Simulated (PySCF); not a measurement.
**Worked example: entropy of an ideal gas**

BCl3, SMILES ClB(Cl)Cl.

Geometry: PBE-D3(BJ)/def2-SVP. The isomer is the one that the SMILES or the coordinates give; other isomers of the formula were not compared.

PBE-D3(BJ)/def2-SVP (PySCF) gives the harmonic wavenumbers 249, 249, 439, 463, 964, 964 cm⁻¹ and the rotational temperatures 0.1485, 0.1485, 0.0742 K. The molar mass is 117.16 g/mol, the symmetry number 6, the spin multiplicity 1.

Question: Work out the entropy at 298.15 K and 1 atm in the rigid-rotor, harmonic-oscillator model.

Answer: 
Translation (Sackur–Tetrode at 1 atm): S = R[1.5 ln M + 2.5 ln T − 1.16487] = 168.2 J/(mol K).
Rotation: q = (√π/σ) T^1.5/√(θA θB θC) = 37600, S = R[ln q + 3/2] = 100.1 J/(mol K).
Vibration: with u = 1.4388 ν/T, each mode gives R[u/(e^u − 1) − ln(1 − e^−u)]:
```csv
ν (cm⁻¹),modes,u,S (J/(mol K))
249,2,1.20,14.54
439,1,2.12,3.47
463,1,2.23,3.17
964,2,4.65,0.90
```
These are all the modes. Sum 22.1 J/(mol K).
Spin: R ln 1 = 0.0 J/(mol K).
Total 290.3 J/(mol K); the program's own thermochemistry gives 290.3. Translation makes up 58 % and vibration 8 %. Anharmonicity, hindered rotation and orbital degeneracy are left out.
